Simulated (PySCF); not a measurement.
Delta-SCF ions had no search for a lower state. Excitations are Tamm–Dancoff values on a coarser integration grid. The basis has no diffuse functions, so Rydberg states are missing or too high.

CH2Cl2, SMILES `ClCCl` (charge 0, multiplicity 1)

Computed with PBE0-D4/def2-TZVP run with PySCF 2.14.0.

| Property | Value |
|---|---|
| HOMO | -8.68 eV |
| dipole moment | 1.66 D |
| LUMO | 0.02 eV |
| HOMO–LUMO gap | 8.70 eV |
| S1 excitation (TDA) | 7.01 eV |
| S1 oscillator strength | 0.001 |
| T1 excitation (TDA) | 6.31 eV |
| S1–T1 gap (TDA) | 0.71 eV |
| vertical ionisation energy (Delta-SCF) | 11.07 eV |
| total energy | -959.3988 Ha |
| cost | very roughly 40 core-seconds |

Bonded distances (Å): Cl1–C2 1.762, C2–Cl3 1.762, C2–H4 1.086, C2–H5 1.086. Angles (°): Cl1–C2–Cl3 112.9, Cl1–C2–H4 108.1, Cl1–C2–H5 108.1, Cl3–C2–H4 108.1, Cl3–C2–H5 108.1, H4–C2–H5 111.4.
